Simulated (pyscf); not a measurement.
Elementary routes open to O=GeH–OH in the gas phase (singlet surface):
A. O=Ge: [singlet] + water (H₂O) (Ge–O, Ge–H broken; H–O formed)
B. HO–Ge:–OH [singlet] (Ge–H broken; H–O formed)
C. O=Ge=O + hydrogen (H₂) (Ge–H, H–O broken; H–H formed)

Single points on ωB97X-D3(BJ)/def2-SVP structures (PySCF, gas phase).

Task: Rank the routes by free-energy barrier at 600 K, lowest first, for ωB97M-D3(BJ)/def2-TZVP energies (ideal gas, 1 atm, RRHO with modes under 100 cm⁻¹ raised to 100, one conformer, R ln 2 for chiral ones without a mode under 150 cm⁻¹).

Result: B (44.8 kcal/mol), A (45.4 kcal/mol), C (68.4 kcal/mol)

Route B is the fastest of these, ahead of the next by 0.7 kcal/mol. The most stable products are those of B (ΔG = -41.3 kcal/mol), so kinetics and thermodynamics agree. At 1200 K B is still the fastest. A: On the product side the descent ends in a bound adduct, 9.8 kcal/mol under the separated species and 61.3 kcal/mol under the saddle at ωB97X-D3(BJ)/def2-TZVP. C: On the reactant side the descent ends in a point that may be a rotor saddle (no frequency run), 3.4 kcal/mol over the lowest minimum found and 69.1 kcal/mol under the saddle at ωB97X-D3(BJ)/def2-TZVP. Only these routes are compared; each barrier is that of the saddle found, and lower ones may exist. A restricted solution here is unstable towards spin polarisation, so biradical character is likely and single-reference numbers are less safe. Elements up to Kr have no core potential and no relativistic terms here.
